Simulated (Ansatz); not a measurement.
# NHO (triplet): wave-function methods side by side, cc-pVDZ

Aim: climb from Hartree-Fock through coupled cluster and multireference methods for NHO (triplet) at one geometry and basis, and see what each rung misses.

The runs use Ansatz 0.2.0, Gaussian basis; cc-pVDZ, core rule «outside noble gas», up to 2 orbitals frozen.

To be run: UHF; CCSD(T) on ROHF; CCSD(T) on UHF; BCCD(T) on ROHF; CISD as a restricted active space (open shells left free, so some higher excitations enter); CCSDT(Q) on ROHF; CCSDT(Q) on UHF; CCSDTQ on ROHF; CCSDTQ on UHF; CASSCF and MRCISD+Q, 12 electrons in 9 orbitals; CASSCF and NEVPT4(SD), 12 electrons in 9 orbitals; CASSCF and NEVPT2, 12 electrons in 9 orbitals.

4 further runs of the same task are left out: 4 set aside as unsound or not needed. Runs told in other sessions of the task aren't counted.

## Step 1: What is computed

The geometry is a PBE0/def2-TZVP stationary point (not a proven minimum) of the parent state, kept for this charge and spin.

3 atoms, charge 0, spin multiplicity 3.

Atoms are counted from 1 here; the program's logs count them from 0.

Bond lengths: N1–O2 1.241 Å, O2–H3 1.000 Å. Angles: N1–O2–H3 112.3°.

As a file:

```
N     0.0000    0.0665    0.6906
O     0.0000   -0.1060   -0.5388
H     0.0000    0.7576   -1.0437
```

## Step 2: UHF

Input file in.yaml:

```yaml
crystal:
  periodic: [false, false, false]
  atoms:
    - {symbol: N, position_ang: [0.000000, 0.066533, 0.690604]}
    - {symbol: O, position_ang: [0.000000, -0.105972, -0.538841]}
    - {symbol: H, position_ang: [0.000000, 0.757574, -1.043675]}
basis:
  gaussian: {orbitals: cc-pVDZ}
magnetization: {spin_polarized: true, initial_magnetization: 2}
hamiltonian: {xc: hf}
output: {orbitals: {seedname: orbitals}}
```

The run is started by

```bash
ansatz run in.yaml --threads 1 --pin off --events-out ev --progress --plain --max-ram 2816MiB --backend cpu
```

Further steps of the session: CCSD(T) on ROHF; CCSD(T) on UHF; BCCD(T) on ROHF; CISD as a restricted active space (open shells left free, so some higher excitations enter); CCSDT(Q) on ROHF; CCSDT(Q) on UHF; CCSDTQ on ROHF; CCSDTQ on UHF; CASSCF and MRCISD+Q, 12 electrons in 9 orbitals; CASSCF and NEVPT4(SD), 12 electrons in 9 orbitals; CASSCF and NEVPT2, 12 electrons in 9 orbitals.

**Question.** What will the summary of the whole plan be? Wanted: UCCSDTQ from the RHF energy; RMP2 from UCCSDTQ; UMP2 from UCCSDTQ; RCCSD from UCCSDTQ; RCCSD(T) from UCCSDTQ; UCCSD(T) from UCCSDTQ; RCCSDT(Q) from UCCSDTQ; UCCSDT(Q) from UCCSDTQ; NEVPT2 valence from UCCSDTQ.

The runs gave:

| quantity | value |
| --- | --- |
| UCCSDTQ from the ROHF energy | -8.9541 eV |
| RMP2 from UCCSDTQ | +740.4 meV |
| UMP2 from UCCSDTQ | +773.7 meV |
| RCCSD from UCCSDTQ | +227.7 meV |
| RCCSD(T) from UCCSDTQ | +32.7 meV |
| UCCSD(T) from UCCSDTQ | +32.3 meV |
| RCCSDT(Q) from UCCSDTQ | +0.7 meV |
| UCCSDT(Q) from UCCSDTQ | -2.1 meV |
| NEVPT2 valence from UCCSDTQ | +1064.2 meV |
| NEVPT4(SD) valence from UCCSDTQ | +86.1 meV |
| MRCISD+Q valence from UCCSDTQ | +41.3 meV |
| levels within 1 kcal/mol (43 meV) | RCCSD(T), UCCSD(T), BCCD(T), RCCSDT, UCCSDT, RCCSDT(Q), UCCSDT(Q), RCCSDTQ, MRCISD+Q valence |
| T1 diagnostic | 0.025 |
| effectively unpaired electrons | 2.01 |

In words: RCCSD(T) lands +32.7 meV from the yardstick (0.4 % of the correlation energy). One determinant dominates. Of the multireference levels listed MRCISD+Q valence comes nearest in total energy (+41.3 meV), which doesn't show that its space is the better one. These misses are within one basis, not against nature; the frozen cores of restricted and unrestricted runs differ, which can shift their rows.

With open shells the CI space here admits some higher excitations, so it is larger than plain CISD.
